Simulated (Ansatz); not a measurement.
## Tl (model structure, started from the diamond type, Fd-3m, No. 227, 2 atoms in the cell)

All values below come from r²SCAN in Ansatz (plane waves, PAW).

Numerical settings: plane-wave cutoff 500 eV, 18×18×18 k mesh, Fermi–Dirac smearing 0.1 eV, scalar-relativistic PAW data made under PBE.

Cell (relaxed at this level):

```xyz
2
Lattice="0.0000 3.4746 3.4746 3.4746 0.0000 3.4746 3.4746 3.4746 0.0000" Properties=species:S:1:pos:R:3 pbc="T T T"
Tl     5.2118     5.2118     5.2118
Tl     3.4746     3.4746     3.4746
```

band gap: zero (no gap)

Note: the relaxation could raise the start's symmetry but not lower it, so the cell can be a saddle point.

Spin–orbit coupling is not included; it can shift volumes and moduli of such heavy elements.

The result took about 2.1 core-minutes (a rough figure).

A model structure was made by putting elements into a prototype or built by hand; it is no filed structure, need not be a known phase, and can be a saddle point held by its symmetry.

Ansatz is a first-principles code.
